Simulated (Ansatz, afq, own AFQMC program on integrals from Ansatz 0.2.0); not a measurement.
Two steps: Ansatz 0.2.0 writes the Fock matrix and Cholesky factors of the valence space, and afq projects on them the lowest state that overlaps trial and start.

```yaml
crystal:
  periodic: [false, false, false]
  atoms:
    - {symbol: Au, position_ang: [0.000000, 0.000000, 0.000000]}
basis:
  gaussian: {orbitals: def2-TZVPP}
magnetization: {spin_polarized: false, initial_magnetization: 1}
correlation: {method: ccsd_t, electrons: outside_noble_gas, hamiltonian_folder: ham}
```

```sh
$ ansatz run in.yaml --threads 1 --pin off --events-out ev --progress --plain --max-ram 24576MiB --backend cuda --devices 0, --max-vram 18GiB
```

afq runs on the folder ham with

```
--method phaseless --trial hf --walkers 3400 --populations 20 --least-time 40 --time-step 0.005 --steps-per-block 20 --equilibration-blocks 160 --max-blocks 4000 --target-error 0.001 --factor-cut 1e-05 --start spin_pure --seed 1651 --taylor-order 6
```

Times are imaginary, in 1/Eh. The walk had a cap of 98 s. With eight or more populations the least sampling time is a fifth of least-time, and the error comes from their spread. Core potentials past Kr, no spin–orbit coupling.

afq prints:

```
orbitals 52  electrons 6 5  factors 396 of 396
reference energy -134.78889191 Eh
CCSD correlation -0.34067815 Eh in 9 cycles, weight of the determinant in the CISD state 0.9170
energy of the start -134.788892 Eh
 block  time / (1/Eh)  mean weight  energy / Eh
     1     0.100  1.0022  -134.922301
     2     0.200  1.0028  -134.992605
     3     0.300  1.0029  -135.039000
     4     0.400  1.0023  -135.065855
     5     0.500  1.0018  -135.081401
    10     1.000  1.0008  -135.125174
    37     3.700  1.0001  -135.135699
    67     6.700  1.0004  -135.155916
    97     9.700  1.0000  -135.137743
   121    12.100  1.0004  -135.159405
   127    12.700  1.0002  -135.144864
   157    15.700  1.0000  -135.142226
   163    16.300  0.9998  -135.134720
   187    18.700  0.9999  -135.147322
   217    21.700  1.0005  -135.136440
   247    24.700  1.0004  -135.147608
   265    26.500  1.0000  -135.140828
error from the spread of 20 populations
energy -135.141025 +/- 0.000981 Eh
(rows thinned)
```

The run passed its tests (sampling time, drift between the halves within three errors, error under three times the target), which doesn't prove that it has relaxed.

Against this walk (error 26.7 meV) on the same determinant: CCSD(T) 43.5 meV lower (within the noise), CCSDT(Q) 22.2 meV lower (within the noise), a separate phaseless walk with a CISD trial and standard settings 13.5 ± 26.8 meV lower (within the noise). The error is statistical and leaves out the bias of the constraint.

Cautions: constraint bias not in the error; no spin-orbit coupling; outer-core shells of the metal frozen.

The walk took 26 s on 2 threads of a server CPU with a shared H100 80 GB, shared host (the card was shared). The log's last line is the phaseless energy.

CCSDT and higher add their correlation energy to the determinant of the CCSD(T) run, since their own runs factorise the integrals more tightly (a shift of under 2 meV). A walk keeps the symmetry of its determinant, which the program's search chose and which needn't be the lowest solution, so a lower state of the same spin and another symmetry isn't excluded.
